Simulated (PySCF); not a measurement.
**SO⁺: from constants to spectrum**

UHF-CCSD(T) constants of SO⁺, ²Π (doublet), unpaired electrons π ↑ (PySCF, no relativity, basis sets S def2-TZVPPD, O def2-TZVPPD; masses 31.9721 and 15.9949 u):

```
ωe              : 1303.5 cm⁻¹
ωexe            : 7.15 cm⁻¹
Be              : 0.76678 cm⁻¹
αe              : 0.00569 cm⁻¹
D (centrifugal) : 1.06e-06 cm⁻¹
De to S⁺ + O    : 5.02 eV
```

Q: Give the vibrational terms G(v) and spacings up to v = 6.

A: G(v) = ωe(v+½) − ωexe(v+½)².

| v | G(v) (cm⁻¹) | G(v) − G(v−1) | Bv (cm⁻¹) |
| --- | --- | --- | --- |
| 0 | 650 |  | 0.7639 |
| 1 | 1939 | 1289 | 0.7582 |
| 2 | 3214 | 1275 | 0.7526 |
| 3 | 4475 | 1261 | 0.7469 |
| 4 | 5721 | 1246 | 0.7412 |
| 5 | 6953 | 1232 | 0.7355 |
| 6 | 8171 | 1218 | 0.7298 |

Q: How well does the Morse estimate ωe²/(4ωexe) reproduce De, and what is D0?

A: It gives 7.37 eV, 147 % of the computed De. D0 = De − G(0) = 5.02 − 0.08 = 4.94 eV.

Correlated steps freeze 6 core orbitals. For an ion De counts to the pair picked by the measured ionisation energies or electron affinities, which need not be the lowest pair at this level. The state is the lowest determinant that a PBE0 search found; another state may lie lower at other levels.
